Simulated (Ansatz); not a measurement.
Two shapes of singlet CH2.

Shape 1:

```xyz
3

C     0.0429    0.0231   -0.1909
H    -0.0360    0.8966    0.5370
H     0.0445   -0.8464    0.5222
```

Shape 2:

```xyz
3

C     0.0451   -0.0245   -0.1582
H    -0.0272    0.9037    0.5936
H     0.1003   -0.8599    0.5156
```

Basis set: 6-31G (spherical functions). Left uncorrelated: 1 orbital. Charge 0, multiplicity 1.

Computed with Ansatz (development build ahead of 0.2.0); each method stands on the lowest determinant of its kind that the runs found.

Problem. Which shape is lower in energy, and by how much in each method?

Solution.

```json
{"method": "RHF", "E(2) − E(1) (eV)": "0.099"}
{"method": "RHF-MP2", "E(2) − E(1) (eV)": "0.098"}
```

Shape 1 is lower. Caution: in another basis set an unrestricted determinant lies well below; another spin multiplicity may lie lower.
